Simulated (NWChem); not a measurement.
System: C2H4O2, triplet; SMILES of the neutral closed-shell parent C(=O)OC

The following NWChem deck was run.

```
start job
memory heap 200 mb stack 900 mb global 1100 mb
geometry units angstroms noautosym nocenter noautoz
  C     -0.493482    -1.359606    -0.067148
  O      0.546940    -0.497949     0.357976
  C      0.586885     0.727833    -0.230279
  O     -0.229004     1.575812     0.395722
  H     -0.412315    -1.574312    -1.147845
  H     -0.386002    -2.295501     0.496888
  H     -1.485975    -0.926302     0.138487
  H      0.512196     0.774685    -1.336711
end
basis spherical
  C library 6-31g*
  O library 6-31g*
  H library 6-31g*
end
dft
  odft
  mult 3
  xc xcamb88 1.00 lyp 0.81 vwn_5 0.19 hfexch 1.00
  cam 0.33 cam_alpha 0.19 cam_beta 0.46
  iterations 150
end
property
  efieldgrad
end
task dft property
```

Coordinates come from a PBE0/def2-SVP, spin-unrestricted optimisation. This spin state was assumed; another may lie lower. No stability test was run on the SCF state.

Vzz is the largest principal value of the second derivative of the potential at the nucleus (NWChem prints the opposite sign); η is the asymmetry. Non-relativistic.

Atoms are numbered as in the input.

Problem. Predict the main results of this run. (CAM-B3LYP/6-31G* (spherical d), spin-unrestricted.) Quantities: Vzz O2 (a.u.); η O2; Vzz O4 (a.u.); η O4.

Solution. 
```json
{
  "Vzz O2 (a.u.)": "1.803",
  "η O2": "0.92",
  "Vzz O4 (a.u.)": "-1.938",
  "η O4": "0.93"
}
```
